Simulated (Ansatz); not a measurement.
Basis-set extrapolation for `[AlH][O][SiH3]` radical (PBE0-D4/def2-TZVP geometry, frozen core, Ansatz). Multiplicity 2, UHF reference.

|  | def2-TZVPP | def2-QZVPP |
| --- | --- | --- |
| HF | -608.163417 | -608.184332 |
| MP2 correlation | -0.418850 | -0.451976 |
| CCSD(T) correlation | -0.465019 | not run |

Energies in hartree. Use E(X) = E(∞) + A·exp(−7.88·√X) for Hartree–Fock and E(X) = E(∞) + B·X^(−2.97) for correlation, with X = 3 and 4, and add CCSD(T) minus MP2 of the smaller set to the MP2 limit.

Task: What is the CCSD(T) energy at the basis-set limit?

Result: HF limit: -608.184332 + (-0.020915) × 0.13774 = -608.18721. MP2 limit: -0.451976 + (-0.033126) × 0.74074 = -0.47651. Higher-order term: -0.465019 − (-0.418850) = -0.04617. Total: -608.70989 hartree, 2.22 eV below CCSD(T)/def2-TZVPP.
